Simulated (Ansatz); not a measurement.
System (SMILES): C[S] (CH3-S), doublet.
Atoms: C1, S2, H3, H4, H5. Bonds: C1-S2, C1-H3, C1-H4, C1-H5.

Basis-set convergence of the optimised C1-H3 bond length at B3LYP with Ansatz (a quantum-chemistry and plane-wave program). Cartesian d functions, on some or all atoms, in 6-31G*, 6-31+G*, 6-31G**, 6-311G**; all else is spherical. The program fits the integrals of some runs and decomposes those of others, by size. Open shells are unrestricted. No added dispersion term, no relativity. Reference: the value in pcseg-3, 1.0937 Å. Deviations are taken from unrounded values.

```csv
basis,functions,optimised C1-H3 bond length (Å),minus reference (Å)
pcseg-0,28,1.0987,0.0050
6-31G*,40,1.0989,0.0052
def2-SVP,47,1.1056,0.0120
pcseg-1,47,1.1013,0.0077
6-31+G*,48,1.0995,0.0058
6-31G**,49,1.0978,0.0042
cc-pV(D+d)Z,52,1.1064,0.0127
6-311G**,63,1.0964,0.0028
aug-cc-pV(D+d)Z,82,1.1035,0.0099
def2-TZVP,86,1.0953,0.0017
"6-311++G(2d,2p)",92,1.0936,-0.0001
cc-pV(T+d)Z,111,1.0944,0.0007
def2-TZVPP,115,1.0945,0.0009
def2-TZVPPD,139,1.0945,0.0008
"6-311++G(3df,3pd)",140,1.0941,0.0004
aug-cc-pV(T+d)Z,170,1.0942,0.0006
cc-pV(Q+d)Z,209,1.0937,0.0000
pcseg-3,223,1.0937,0.0000
```
